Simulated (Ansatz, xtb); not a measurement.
## Isomers of H5PSi2+ in order of energy

6 gas-phase structures of H5PSi2+, found in a search over its isomers (lower ones may exist). Each was relaxed with GFN2-xTB:

A. the doublet with the links of `[SiH2+][SiH2][PH]`
B. a doublet given by its coordinates
C. the doublet with the links of `[SiH3][SiH+][PH]`
D. the doublet with the links of `[SiH][PH2+][SiH2]`
E. the doublet with the links of `[SiH2+][P][SiH3]`
F. a doublet given by its coordinates

F (Å):

```
atom    x (Å)    y (Å)    z (Å)
   P  -1.9198   1.4455   1.7140
  Si  -1.9728  -0.1637   0.1739
  Si  -0.1561   1.6547   3.0166
   H  -2.6281   0.2081  -1.0730
   H  -2.2363  -1.5055   0.6759
   H  -1.6327   2.5055   0.8524
   H  -0.0717   0.7559   4.1575
   H   0.4845   2.9536   3.1622
```

Close contacts (Å): P1–Si2 2.23, P1–Si3 2.20, P1–H6 1.40, Si2–H4 1.46, Si2–H5 1.46, Si3–H7 1.45, Si3–H8 1.46.

B (Å):

```xyz
8

P     0.4656    1.9347    2.8400
Si   -2.7649    0.1877    0.7447
Si   -0.9339    1.4588    1.1731
H    -3.5146    0.0604   -0.5056
H    -3.3673   -0.6456    1.7874
H    -0.5097    2.2201   -0.0092
H    -0.4884    2.0643    3.8553
H     0.7860    0.6190    3.1900
```

Close contacts (Å): P1–Si3 2.23, Si2–Si3 2.27, P1–H7 1.40, P1–H8 1.40, Si2–H4 1.46, Si2–H5 1.46, Si3–H6 1.47.

Q: Estimate their order in r2SCAN-D4/def2-SVP energy at these geometries, lowest first.

A: Calculated order at r2SCAN-D4/def2-SVP: E (0.0), F (0.4), B (2.7), C (21.2), A (59.3), D (80.5) kJ/mol. Less than 1 kcal/mol parts E and F; F and B, so the order within those pairs means little.

Energies above the lowest of each column, in kJ/mol; the last columns are at PBE0-D3(BJ)/def2-SVP geometries and were run for some of them only (a dash: not run or not comparable):

```tsv
structure	GFN2-xTB	HF/STO-3G	r2SCAN-D4/def2-SVP	PBE0-D3(BJ)/def2-SVP	CCSD(T)/def2-SVP
E	0.0	21.7	0.0	27.0	–
F	42.8	78.8	0.4	23.0	20.0
B	35.7	93.6	2.7	0.0	0.0
C	46.2	0.0	21.2	38.5	–
A	80.4	37.0	59.3	–	–
D	82.8	72.5	80.5	–	–
```

CCSD(T)/def2-SVP puts B lowest of those it was run on; GFN2-xTB picks E, HF/STO-3G picks C, r2SCAN-D4/def2-SVP picks E. CCSD(T)/def2-SVP orders those it was run on as B (0.0), F (20.0) kJ/mol. Some further structures that were screened fall inside this span and aren't listed. Flexible structures stand in one conformer each, not always the lowest. Frequencies (PBE0-D3(BJ)/def2-SVP) were run for B, F alone. Open shells are spin-unrestricted, some with notable spin contamination.

Over these structures GFN2-xTB departs from r2SCAN-D4/def2-SVP by 13.0 kJ/mol on average once a common shift is removed. A GFN2-xTB relaxation took about 0.11 s and the r2SCAN-D4/def2-SVP energy about 5.7 s on a shared host (Ansatz 0.2.0, xtb 6.7.1).
